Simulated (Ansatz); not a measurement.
Born–Oppenheimer molecular dynamics of CH₄N₂S (8 atoms, charge 0, multiplicity 1). It starts from a relaxed structure.

Method: Ansatz, RKS PBE0/def2-SVP.

```json
{
  "ensemble": "NVE (velocity Verlet)",
  "time step": "0.25 fs",
  "steps asked": "300",
  "starting velocities drawn for": "300 K",
  "seed": "530252"
}
```

First frame:

```xyz
8
Properties=species:S:1:pos:R:3
N 0.142 1.123 -0.322
C -0.199 -0.191 -0.357
N 0.144 -0.909 0.743
S -0.983 -0.872 -1.655
H -0.218 1.690 -1.077
H 0.344 1.587 0.555
H 0.007 -1.908 0.676
H 0.856 -0.578 1.381
```

(1) How far do the bonds stretch over the last three quarters of this one trajectory? (Pairs bonded in most of those frames.)

Answers

(1) 
```csv
bond,mean (Å),spread (Å),shortest,longest
N1–C2,1.367,0.025,1.33,1.41
N1–H5,1.012,0.011,0.99,1.03
N1–H6,1.016,0.014,0.99,1.04
C2–N3,1.355,0.012,1.33,1.38
C2–S4,1.664,0.021,1.62,1.70
N3–H7,1.011,0.010,0.99,1.03
N3–H8,1.013,0.016,0.99,1.04
```

Mean temperature of the second half: 168 K. The conserved energy stayed within 0.041 meV per atom of its start (net change 0.019 meV per atom), so the integration is sound. Over the second half the temperature averaged 0.56 of the 300 K drawn at the start: a run that starts near a minimum puts about half its kinetic energy into the potential. A run of 0.075 ps of so small a system gives no equilibrium averages.

Run time: 8.2 min on 1 thread of Intel(R) Xeon(R) 6975P-C (Granite Rapids), with other jobs on the host, peak memory 0.17 GiB.
